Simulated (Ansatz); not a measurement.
Cohesive energy of some transition metals

Method: PBEsol in Ansatz (PAW). References are measured values corrected to a static lattice. The table is a random draw of 8 from 13 solids with such references.

Values in eV/atom.

| solid | reference | PBEsol | error (eV/atom) |
|---|---|---|---|
| hcp Ru | 6.8 | 7.77 | +0.97 |
| fcc Ag | 2.97 | 3.09 | +0.12 |
| fcc Cu | 3.52 | 4.08 | +0.56 |
| hcp Sc | 3.93 | 4.54 | +0.61 |
| fcc Pd | 3.93 | 4.44 | +0.51 |
| bcc Fe | 4.32 | 5.67 | +1.35 |
| fcc Ni | 4.48 | 5.47 | +0.99 |
| hcp Co | 4.47 | 5.84 | +1.37 |

Over these 8 solids the mean error is +0.81 eV/atom, the mean absolute error 0.81 eV/atom (median 0.79 eV/atom), and the worst case hcp Co at +1.37 eV/atom; the value is too high in 8 of 8 cases. Over all 13, from unrounded values, the mean error is +0.71 eV/atom and the mean absolute error 0.71 eV/atom (median 0.61 eV/atom).

All these references are brought to a static lattice.

Differences are worked out from the printed values.

Free atoms are spin-polarised, in the lowest state found; at levels without +SOC their spin–orbit coupling is left out. Each level is taken at its own relaxed cell. Ansatz's density-functional and Hartree–Fock values are scalar-relativistic unless marked +SOC, with PAW data made under PBE.

Ansatz's runs of these crystals have no spin polarisation, but for bcc Fe, fcc Ni, hcp Co.

Density-functional runs with spin start from parallel moments for bcc Fe, parallel moments for fcc Ni, parallel moments for hcp Co.

Not in this set, of the transition metals with a reference value in our tables and a result at some level: 7 for the spin–orbit terms of free Br, In, Sn, Te, I and atoms past barium, a cut that leaves lighter open-shell atoms' terms in the errors; 4 for a doubt noted on the run at PBEsol; 1 for a run that ended without the magnetic order (PBEsol); 1 for sources at odds. These can be a level's best or worst cases. Solids without a released value at any level aren't counted. Layered and molecular crystals are counted apart. The metals Ce to Yb are counted apart.

References as tabulated in Jana et al. (2018), arXiv:1807.00350; Mejia-Rodriguez and Trickey (2018), arXiv:1807.09216; Csonka et al. (2009), arXiv:0903.4037; Harl et al. (2010), doi:10.1103/physrevb.81.115126.

Ansatz is an electronic-structure program.
